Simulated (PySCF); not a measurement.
Species: C₃H₃P₂ (charge -1).
Numbering: `[cH:1]1[cH:2][p-:3][cH:4][p:5]1` (hydrogens: H6 on C1; H7 on C2; H8 on C4)
Bond orders are those of one Lewis drawing.

Computed by this run: PBE0-D3(BJ)/def2-SVP geometry optimisation, gas phase in PySCF 2.14.0; density fitting, grid level 1; the optimiser is geomeTRIC in internal coordinates, started from a GFN2-xTB structure.

Step 0: E = -21719.2269 eV
```
atom  x, y, z in Å  |  force x, y, z in eV/Å
C1     -0.8052    0.7107    0.3128   -0.061   0.659   0.306
C2     -0.9794   -0.5120   -0.2777   -0.244  -0.619  -0.312
P3      0.4523   -1.4410   -0.6366    0.094  -0.470  -0.213
C4      1.5130   -0.2339   -0.0030    0.334  -0.044  -0.009
P5      0.8310    1.2147    0.6456    0.225   0.423   0.218
H6     -1.6416    1.3535    0.5694   -0.398   0.235   0.091
H7     -1.9629   -0.9027   -0.5197   -0.451  -0.117  -0.080
H8      2.5862   -0.3825   -0.0129    0.502  -0.068  -0.001
```

Step 1: E = -21719.2690 eV
```
atom  x, y, z in Å  |  force x, y, z in eV/Å
C1     -0.8168    0.7221    0.3170   -0.038  -0.011  -0.007
C2     -0.9938   -0.5197   -0.2827   -0.033   0.021   0.008
P3      0.4581   -1.4461   -0.6383    0.016  -0.113  -0.054
C4      1.5419   -0.2376   -0.0040   -0.015   0.001   0.000
P5      0.8380    1.2175    0.6476    0.048   0.105   0.052
H6     -1.6693    1.3661    0.5743    0.022  -0.007  -0.002
H7     -1.9935   -0.9073   -0.5234    0.023   0.001   0.002
H8      2.6287   -0.3882   -0.0126   -0.024   0.003   0.000
```

Question: Estimate the geometry and energy of step 2. (The exact step hangs on the optimiser's Hessian estimate; all steps are aligned on step 1, rigid shifts and turns removed.)

Answer: E = -21719.2692 eV, largest force 0.078 eV/Å
```
atom  x, y, z in Å  |  force x, y, z in eV/Å
C1     -0.8139    0.7220    0.3171   -0.051  -0.027  -0.016
C2     -0.9909   -0.5204   -0.2829   -0.042   0.040   0.016
P3      0.4584   -1.4519   -0.6414    0.011   0.034   0.018
C4      1.5351   -0.2367   -0.0039    0.077  -0.011  -0.001
P5      0.8400    1.2233    0.6502    0.002  -0.037  -0.016
H6     -1.6663    1.3650    0.5741   -0.008  -0.002  -0.001
H7     -1.9904   -0.9072   -0.5229   -0.007   0.005   0.001
H8      2.6212   -0.3873   -0.0122    0.018  -0.002   0.000
```

The energy changes by -0.0002 eV. The first-order estimate −F·Δx gives -0.0019 eV and the mean of the old and new forces, exact on a quadratic surface, -0.0002 eV. The step makes an angle of 50° with the force vector and moves no atom by more than 0.008 Å.

The cost below is that of the whole optimisation. On one thread of an Arm Neoverse V2, on a shared host, this took 10 s and 0.50 GiB of memory at its peak.
